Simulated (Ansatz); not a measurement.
**CH2: how energies converge with the basis set**

The task here is to estimate one member of a computed series from the others.

The runs use Ansatz 0.2.0, Gaussian basis; one geometry, several basis sets.

The runs, in order: PBE0-D4/def2-SVP; ωB97M-V/def2-SVP; PBE0-D4/def2-QZVPP; ωB97M-V/def2-QZVPP; CCSD(T)/cc-pV(D+d)Z; CCSD(T)/cc-pV(T+d)Z; CCSD(T)/cc-pV(Q+d)Z; the functionals' def2-TZVPP values are taken from earlier runs.

### Structure used throughout

The geometry comes from an earlier relaxation with PBE0-D4 in a triple-zeta def2 set; it is a stationary point.

3 atoms, charge 0, spin multiplicity 1.

Atoms are counted from 1 here; the program's logs count them from 0.

Bond lengths: C1–H2 1.113 Å, C1–H3 1.113 Å. Angles: H2–C1–H3 101.6°.

Set-up of the first run:

in.yaml reads:

```yaml
crystal:
  periodic: [false, false, false]
  atoms:
    - {symbol: C, position_ang: [-0.000000, -0.000000, 0.178279]}
    - {symbol: H, position_ang: [0.000000, 0.862096, -0.524997]}
    - {symbol: H, position_ang: [0.000000, -0.862096, -0.524997]}
basis:
  gaussian: {orbitals: def2-SVP}
hamiltonian: {xc: pbe0, dispersion: d4}
output: {orbitals: {seedname: orbitals}}
```

Run with:

```bash
$ ansatz run in.yaml --threads 2 --pin off --events-out ev --progress --plain --max-ram 32768MiB --backend cpu
```

Steps of the session up to this table: PBE0-D4 in def2-SVP; ωB97M-V in def2-SVP; PBE0-D4 in def2-QZVPP; ωB97M-V in def2-QZVPP.

One of the session's tables, all rows but one given; the rest of the session is left out.

It belongs to the step «Functionals by basis». 

```
functional       basis  HOMO (eV)  LUMO (eV)
   PBE0-D4    def2-SVP          ?          ?
   PBE0-D4  def2-TZVPP      -7.31      -3.53
   PBE0-D4  def2-QZVPP      -7.35      -3.57
   ωB97M-V    def2-SVP      -9.41      -0.80
   ωB97M-V  def2-TZVPP      -9.73      -1.12
   ωB97M-V  def2-QZVPP      -9.75      -1.19
```

**Question.** Estimate the row for PBE0-D4, def2-SVP.

The run gave: HOMO (eV): -7.04; LUMO (eV): -3.34. In the column «HOMO (eV)» it is the highest.
